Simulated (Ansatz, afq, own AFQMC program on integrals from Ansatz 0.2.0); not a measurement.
Integrals from Ansatz 0.2.0, then the random walk in our own AFQMC program (afq).

```yaml
crystal:
  periodic: [false, false, false]
  atoms:
    - {symbol: N, position_ang: [-0.053647, -0.047245, 0.553599]}
    - {symbol: N, position_ang: [0.030364, 0.109348, -0.623821]}
    - {symbol: H, position_ang: [0.189862, -0.825664, 0.934898]}
    - {symbol: H, position_ang: [0.148233, 0.683063, 1.032999]}
    - {symbol: H, position_ang: [-0.014548, -0.720410, -0.992055]}
basis:
  gaussian: {orbitals: cc-pVDZ}
magnetization: {spin_polarized: true, initial_magnetization: 1}
correlation: {method: ccsd_t, electrons: outside_noble_gas, hamiltonian_folder: ham}
```

```sh
$ ansatz run in.yaml --threads 1 --pin off --events-out ev --progress --plain --max-ram 1382MiB
```

afq runs on the folder ham with

```
--method phaseless --trial cisd --walkers 60 --populations 1 --least-time 40 --time-step 0.005 --steps-per-block 50 --equilibration-blocks 28 --max-blocks 300 --target-error 0.00043 --factor-cut 1e-05 --start spin_pure --seed 6343 --release-times 0.24,0.51,0.99,1.62,2.4 --release-step 0.03 --release-every 4 --taylor-order 6
```

Times are imaginary, in 1/Eh. The walk had a cap of 1976 s.

```
orbitals 41  electrons 7 6  factors 339 of 399
reference energy -110.51889482 Eh
CCSD correlation -0.32942817 Eh in 11 cycles, weight of the determinant in the CISD state 0.9072
energy of the start -110.847893 Eh
 block  time / (1/Eh)  mean weight  energy / Eh
     1     0.250  1.0011  -110.845561
     2     0.500  0.9995  -110.848473
     3     0.750  1.0036  -110.850087
     4     1.000  1.0008  -110.852912
     5     1.250  0.9996  -110.852993
     8     2.000  0.9978  -110.848394
    17     4.250  0.9988  -110.856741
    41    10.250  0.9968  -110.858687
    65    16.250  1.0024  -110.855122
    73    18.250  0.9982  -110.847616
    89    22.250  1.0009  -110.862761
   113    28.250  1.0017  -110.853616
   137    34.250  1.0034  -110.862385
   153    38.250  0.9991  -110.868904
   161    40.250  1.0000  -110.851470
   185    46.250  0.9986  -110.849783
   209    52.250  0.9992  -110.852883
   233    58.250  0.9986  -110.853036
   257    64.250  0.9967  -110.852500
   281    70.250  1.0031  -110.862973
   305    76.250  0.9988  -110.851168
   321    80.250  0.9995  -110.852502
blocks merged  error / Eh  count
     1  0.000302  300
     2  0.000366  150
     4  0.000439  75
     8  0.000483  37
    16  0.000574  18
    32  0.000702  9
released: time / (1/Eh)  energy / Eh  error  mean overlap
  0.24  -110.855747  0.000550  1.0073
  0.51  -110.855942  0.000458  1.0052
  0.99  -110.856004  0.000379  1.0023
  1.62  -110.855456  0.000596  1.0102
  2.40  -110.856357  0.000671  1.0141
energy -110.855456 +/- 0.000574 Eh
(rows thinned)
```

(1) Estimate how long the walk took on 1 thread of Arm Neoverse V1 (shared host).

The run passed its tests (sampling time, drift between the halves within three errors, error under three times the target), which doesn't prove that it has relaxed.

Against this walk (error 15.6 meV) on the same determinant: CCSD(T) 6.4 meV higher (within the noise). The error is statistical and leaves out the bias of the constraint. Released to 2.40 1/Eh the energy moves by -25 ± 24 meV (both errors), within twice the noise.

Cautions: constraint bias not in the error; error above the target (15.6 against 11.7 meV).

Answers

(1) 12 min of wall time.
